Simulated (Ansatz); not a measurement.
## How far each method lies from full CI for HAlMg, singlet

Geometry: a PBE0/def2-TZVP stationary point for this spin, not checked as a minimum.

```xyz
3

Al    0.0000   -0.0563    1.3575
Mg    0.0000    0.0005   -1.5347
H     0.0000    1.4949    0.6687
```

Basis cc-pVDZ; Ansatz 0.2.0. Correlated methods freeze the noble-gas cores, which leaves 6 electrons in 31 orbitals. Prefix R: restricted or restricted open-shell reference; prefix U: unrestricted. Active spaces: valence = (6e, 9o) chosen from the atoms' valence shells; pair = (2e, 2o) about the gap. The metal's outer-core shells are frozen, which leaves out core–valence correlation.

Full CI is exact within this basis and frozen core; it isn't the basis-set limit. The frozen core follows each run's orbitals, which can shift R against U totals by a few meV.

Unrestricted rows (U) aren't spin-pure: their determinants' ⟨S²⟩ exceeds S(S+1) by up to 0.46, so they mix in states of higher spin.

The UHF ⟨S²⟩ is 0.461 and the T1 diagnostic (RCCSD) is 0.0192. The largest doubles amplitude (RCCSD) is 0.159.

```json
{"level": "UHF", "E − E(RHF) (eV)": "-0.0879"}
{"level": "RMP2", "E − E(RHF) (eV)": "-2.2875"}
{"level": "RCCSD", "E − E(RHF) (eV)": "-3.1146"}
{"level": "RCCSD(T)", "E − E(RHF) (eV)": "-3.2101"}
```

Problem. Estimate how far full CI in cc-pVDZ lies from RCCSD(T). The table doesn't fix it; the size of (T) and the diagnostics are the guide.

Solution. Full CI in cc-pVDZ lies 3.3 kJ/mol below RCCSD(T), which is 36 % of the (T) step (-9.2 kJ/mol). A doubles amplitude is large, RHF is unstable towards spin polarisation, and the rest is a large part of (T).

The other levels:

| level | E − E(full CI) (kJ/mol) | share of correlation (%) | wall time |
| --- | --- | --- | --- |
| CISD | 33.3 | 89.36 | 0.9 s |
| BCCD(T) | 3.3 | 98.95 | 0.9 s |
| RCCSDT | 0.7 | 99.77 | – |
| RCCSDT(Q) | 0.1 | 99.95 | 2.3 s |
| CASSCF (valence space) | 112.8 | 63.98 | – |
| NEVPT2 (valence space) | 37.2 | 88.10 | 4.2 s |
| MRCISD (valence space) | 5.9 | 98.11 | – |
| MRCISD+Q (valence space) | 2.1 | 99.32 | 6 s |

The correlation energy at full CI, counted from RHF, is -3.244 eV. That run took 66 s on 1 thread of Arm Neoverse V1, shared host over 10,116,793 determinants.

Run but not shown, since their state, orbitals or frozen core can't be matched to the reference's or they repeat it: CASSCF (pair space), NEVPT2 (pair space), MRCISD (pair space), MRCISD+Q (pair space).

Times hold each run's SCF and search for its determinant on a shared host, so for small cases they say little of a method's own cost; they ran on 1 thread of Arm Neoverse V1. Some runs computed forces too.

The full-CI state has the irrep A' of Cs, in the program's axes.

Natural occupations of full CI about the gap: 1.948 1.878 1.826 0.106 0.059 0.037 0.036 0.035 0.021 0.010; effectively unpaired electrons, Σ n²(2−n)², 0.23.
